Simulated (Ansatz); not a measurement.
# AlP (triplet): wave-function methods side by side at distance Al1–P2 = 3.568 Å, 6-31G

How much of the correlation energy of AlP (triplet) does each wave-function method recover here?

Program: Ansatz 0.2.0, Gaussian basis. Level of theory: 6-31G, core rule «outside noble gas», up to 10 orbitals frozen. These are calculated values, not measurements.

Plan: UHF; CCSD(T) on ROHF; CCSD(T) on UHF; BCCD(T) on ROHF; CISD; CCSDT(Q) on ROHF; CCSDT(Q) on UHF; CISDTQ; CCSDTQ on ROHF; CCSDTQ on UHF; CASSCF and MRCISD+Q, 4 electrons in 4 orbitals; CASSCF and NEVPT2, 4 electrons in 4 orbitals; CASSCF and MRCISD+Q, 8 electrons in 8 orbitals; CASSCF and NEVPT2, 8 electrons in 8 orbitals; Full CI.

19 further runs of the same task are left out: 1 for a known fault of the program, 11 that didn't finish, 7 set aside as unsound or not needed.

## 1. What is computed

The geometry derives from a PBE0/def2-TZVP stationary point (not a proven minimum). One bond is set to the value named and the two fragments are kept rigid.

2 atoms, charge 0, spin multiplicity 3.

Atoms are counted from 1 here; the program's logs count them from 0.

No contacts short enough for the rule that draws bonds.

## 2. UHF

in.yaml

```yaml
crystal:
  periodic: [false, false, false]
  atoms:
    - {symbol: Al, position_ang: [0.000000, 0.000000, 0.000000]}
    - {symbol: P, position_ang: [0.000000, 0.000000, 3.568000]}
basis:
  gaussian: {orbitals: 6-31G}
magnetization: {spin_polarized: true, initial_magnetization: 2}
hamiltonian: {xc: hf}
output: {orbitals: {seedname: orbitals}}
```

Launch:

```bash
> ansatz run in.yaml --threads 1 --pin off --events-out ev --progress --plain --max-ram 2393MiB
```

After this run come: CCSD(T) on ROHF; CCSD(T) on UHF; BCCD(T) on ROHF; CISD; CCSDT(Q) on ROHF; CCSDT(Q) on UHF; CISDTQ; CCSDTQ on ROHF; CCSDTQ on UHF; CASSCF and MRCISD+Q, 4 electrons in 4 orbitals; CASSCF and NEVPT2, 4 electrons in 4 orbitals; CASSCF and MRCISD+Q, 8 electrons in 8 orbitals; CASSCF and NEVPT2, 8 electrons in 8 orbitals; Full CI.

Before running them: what should the planned runs give, taken together? Wanted: FCI below the RHF energy; RMP2 from FCI; UMP2 from FCI; RCCSD from FCI; RCCSD(T) from FCI; UCCSD(T) from FCI; RCCSDT(Q) from FCI; UCCSDT(Q) from FCI; NEVPT2 pair from FCI.

As calculated:

| quantity | value |
| --- | --- |
| FCI below the RHF energy | -2.4475 eV |
| RMP2 from FCI | +91.3 kJ/mol |
| UMP2 from FCI | +73.2 kJ/mol |
| RCCSD from FCI | +7.6 kJ/mol |
| RCCSD(T) from FCI | +2.3 kJ/mol |
| UCCSD(T) from FCI | +2.4 kJ/mol |
| RCCSDT(Q) from FCI | +0.1 kJ/mol |
| UCCSDT(Q) from FCI | 0.0 kJ/mol |
| NEVPT2 pair from FCI | +52.4 kJ/mol |
| NEVPT2 valence from FCI | +24.9 kJ/mol |
| MRCISD+Q valence from FCI | +1.5 kJ/mol |
| levels within 1 kcal/mol (43 meV) | RCCSD(T), UCCSD(T), BCCD(T), RCCSDT, UCCSDT, CISDTQ, RCCSDT(Q), UCCSDT(Q), RCCSDTQ, UCCSDTQ, MRCISD valence, MRCISD+Q valence |
| T1 diagnostic | 0.075 |
| effectively unpaired electrons | 2.45 |

In words: RCCSD(T) misses by +2.3 kJ/mol, 1.0 % of the correlation energy. The occupations show some static correlation. Of the multireference levels listed MRCISD+Q valence comes nearest in total energy (+1.5 kJ/mol), which doesn't show that its space is the better one. These misses are within one basis, not against nature; the frozen cores of restricted and unrestricted runs differ, which can shift their rows.
